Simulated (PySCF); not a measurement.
## Field gradients at the hydrogen positions

Compound: C₄H₆N₂.
Z-matrix (Å and degrees, PBE0-D3(BJ)/def2-TZVP geometry), rows numbered from 1:
```
C 
N   1  1.4392
C   2  1.3693  1  126.70
C   3  1.3671  2  105.59  1   179.48
N   4  1.3661  3  110.43  2    -0.02
C   5  1.3082  4  105.14  3    -0.02
H   1  1.0916  2  110.75  3    57.77
H   1  1.0920  2  110.97  3   -63.43
H   1  1.0893  2  108.90  3   177.06
H   3  1.0778  2  121.92  1    -0.70
H   4  1.0791  3  127.90  2   179.92
H   6  1.0806  2  121.74  1     0.52
```

Level: PBE0/pcSseg-2 (PySCF, non-relativistic); Q(2H) = 0.00286 b; rigid geometry, the same for H and D, with no vibrational averaging.

**Question.** Rank these positions by the coupling χzz of a deuteron there, largest first.
A. H8 (methyl hydrogen)
B. H10 (aromatic hydrogen)
C. H12 (aromatic hydrogen)

**Answer.** B (206 kHz), C (201 kHz), A (187 kHz).

**Question.** What are Vzz, η and χzz (234.96 MHz × Q × Vzz) at all hydrogens?

**Answer.** 
| atom | bonded to | bond length (Å) | Vzz (au) | η | χzz (kHz) |
| --- | --- | --- | --- | --- | --- |
| H7 | C1 | 1.092 | 0.2789 | 0.06 | 187 |
| H8 | C1 | 1.092 | 0.2782 | 0.06 | 187 |
| H9 | C1 | 1.089 | 0.2825 | 0.08 | 190 |
| H10 | C3 | 1.078 | 0.3072 | 0.11 | 206 |
| H11 | C4 | 1.079 | 0.3042 | 0.08 | 204 |
| H12 | C6 | 1.081 | 0.2991 | 0.11 | 201 |

**Question.** How does χzz go with the bond length over the 6 C–H bonds?

**Answer.** A straight-line fit has a slope of -13.5 kHz for each 0.01 Å, with a correlation coefficient of -1.00, over lengths from 1.078 to 1.092 Å. The longer bonds have the smaller couplings here.

**Question.** Give the 2H NMR doublet splittings at H10 for a magnetic field along the z, y and x axes of the gradient: 3χ/2, 3χ(1 + η)/4, 3χ(1 − η)/4.

**Answer.** With |χ| = 206.4 kHz and η = 0.107: 310, 171 and 138 kHz, to first order and without motion.

Geometry: PBE0-D3(BJ)/def2-TZVP; no solvent, vibrations or thermal averaging.

The run behind these numbers computed NMR shieldings as well. On an Arm Neoverse N1 with one thread (shared host), this took 56 s wall and 1.1 GiB of memory at its peak.
